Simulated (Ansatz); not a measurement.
**SiH2 (triplet): the correlation ladder, def2-TZVPP**

The task here is to estimate one member of a computed series from the others.

Method: def2-TZVPP, core rule «outside noble gas», up to 5 orbitals frozen; program: Ansatz 0.2.0, Gaussian basis.

To be run: UHF; ROHF; CCSD(T) on UHF.

2 further runs of the same task are left out: 2 set aside as unsound or not needed.

**What is computed**

The geometry is a PBE0/def2-TZVP stationary point (not a proven minimum).

3 atoms, charge 0, spin multiplicity 3.

Atoms are counted from 1 here; the program's logs count them from 0.

Bond lengths: Si1–H2 1.486 Å, Si1–H3 1.486 Å. Angles: H2–Si1–H3 118.7°.

Set-up of the first run:

File in.yaml:

```yaml
crystal:
  periodic: [false, false, false]
  atoms:
    - {symbol: Si, position_ang: [0.000000, -0.050740, 0.000000]}
    - {symbol: H, position_ang: [0.000000, 0.706913, -1.278374]}
    - {symbol: H, position_ang: [0.000000, 0.706912, 1.278374]}
basis:
  gaussian: {orbitals: def2-TZVPP}
magnetization: {spin_polarized: true, initial_magnetization: 2}
hamiltonian: {xc: hf}
output: {orbitals: {seedname: orbitals}}
```

Started as:

```
$ ansatz run in.yaml --threads 1 --pin off --events-out ev --progress --plain --max-ram 2816MiB --backend cpu
```

Steps of the session up to this table: UHF; ROHF; CCSD(T) on UHF.

One table of the session follows, with a row left open; its other results are not shown here.

```
  method  from UCCSD(T) (kJ/mol)
    ROHF                       ?
     UHF                  +303.0
    UMP2                   +66.5
   UCCSD                    +8.3
UCCSD(T)                       0
```

Q: Estimate the row for ROHF from the others.

The run gave: from UCCSD(T) (kJ/mol): +308.3. In the column «from UCCSD(T) (kJ/mol)» it is the highest.

With the free atoms at the same levels and basis (separate runs), the atomisation energy is 5.657 eV at UCCSD(T), 4.669 eV at ROHF.
